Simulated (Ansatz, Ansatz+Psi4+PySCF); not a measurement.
```xyz
6

N     0.0000    0.7190   -0.0777
N     0.0000   -0.7190   -0.0777
H     0.2111    1.0928    0.8479
H    -0.9482    1.0050   -0.3041
H    -0.2111   -1.0928    0.8479
H     0.9482   -1.0050   -0.3041
```

Basis set: cc-pVTZ (spherical functions). Left uncorrelated: 2 orbitals. Charge 0, multiplicity 1.

Computed with Ansatz (development build ahead of 0.2.0); each method stands on the lowest determinant of its kind that the runs found. Restricted open shells among the atoms or ions are ROHF, correlated in semicanonical orbitals with singles.

The atomization energy at this shape (free ground-state atoms in the same class of orbitals less the molecule, no zero-point energy) of singlet N2H4:

```csv
method,atomization energy
RHF-MP2,18.29 eV
```

(1) What does RHF-CCSD(T) give?

## Answers

(1) 18.24 eV.
